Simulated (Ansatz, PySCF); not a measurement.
This triplet lies 0.39 eV below the relaxed singlet at the level composite: frozen-core CCSD(T) with HF/cc-pV5Z and the correlation energy extrapolated as X^-3 from cc-pVQZ and cc-pV5Z, plus full CI minus CCSD(T) in cc-pVDZ // PBE0-D3(BJ)/def2-TZVP (Ansatz, a program for electronic structure).

CH2, SMILES `[CH2]` (lower triplet) (charge 0, multiplicity 3)

Method: PySCF 2.14.0 with PBE0-D3(BJ)/def2-TZVP.

- highest occupied spin orbital: -7.17 eV
- dipole moment: 0.64 D
- total energy: -1064.40 eV
- cost: very roughly 5 core-seconds

Bonded distances (Å): C1–H2 1.079, C1–H3 1.079. Bond angles (°): H2–C1–H3 134.8.
Charge 0, spin multiplicity 3.
